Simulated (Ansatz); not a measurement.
# One elementary step

Start structure (CH$_{6}$BN, singlet), relaxed at PBE0-D4/def2-TZVP:

```xyz
9
angstrom
B -0.4885 0.2576 0.1972
N 0.4254 1.0538 0.8806
C -0.0317 -0.9073 -0.7481
H -0.4591 -1.8590 -0.4137
H -1.6542 0.5012 0.3622
H 1.4221 0.9313 0.8099
H 0.1537 1.8048 1.4909
H -0.4206 -0.7518 -1.7603
H 1.0529 -1.0308 -0.8186
```

The step: CH₆BN ([CH3][BH][NH2]) → CH₃B ([BH][CH2]) + NH₃ (still joined by a long B–N bond); bonds formed: N2–H4; bonds broken: C3–H4; bonds weakened to dative contacts: B1–N2. Computed with Ansatz 0.2.0 (basis: def2-TZVPP and def2-QZVPP); correlated methods freeze the cores. Extrapolation: Hartree–Fock as exp(−7.88 √X), correlation as X^−2.97. Energies below are by CCSD(T) at an estimated basis limit (MP2 extrapolated from triple and quadruple zeta, plus CCSD(T) − MP2 in triple zeta).

(1) What are the electronic barrier and the energy of the step, from the start structure to the end structure? (Judge from chemistry; the value comes from the calculation.)

T1 diagnostic: at most 0.013.

Answers

(1) Computed: Barrier 327.6 kJ/mol; step energy 199.0 kJ/mol (uphill); reverse barrier, their difference, 128.6 kJ/mol. Barrier and step energy count from the start structure, the reverse barrier from the end structure.

The saddle point: One imaginary mode of 1673i cm⁻¹.
```json
{"pair": "N2–H4", "start (Å)": "3.31", "saddle (Å)": "1.31", "end (Å)": "1.02"}
{"pair": "B1–N2", "start (Å)": "1.39", "saddle (Å)": "1.56", "end (Å)": "1.61"}
{"pair": "C3–H4", "start (Å)": "1.10", "saddle (Å)": "1.57", "end (Å)": "2.55"}
```

Zero-point energy (harmonic, PBE0-D4): ZPE is 201.4 kJ/mol at the start and 186.9 kJ/mol at the saddle, so the barrier goes from 327.6 to 313.1 kJ/mol.

First-order rate constant out of the start structure at 498 K by transition-state theory, with harmonic vibrational free energies alone and no tunnelling: ΔA‡ = 316.2 kJ/mol, so k = (kB T/h) exp(−ΔA‡/kB T) ≈ 10^-20 s⁻¹ (an order of magnitude at best: rotation, the number of equivalent paths and anharmonicity are left out).

Labels in which every atom is bracketed show which atoms are joined, not bond orders.

For scale, one of the runs: CCSD(T)/def2-TZVPP, 177 basis functions, launched by `ansatz run in.yaml --threads 2 --pin off --events-out ev --progress --plain --max-ram 4352MiB`. Time: 25 s of wall clock on 2 CPU threads of an Arm Neoverse V1; the host was shared. Peak host memory: 1.7 GiB.
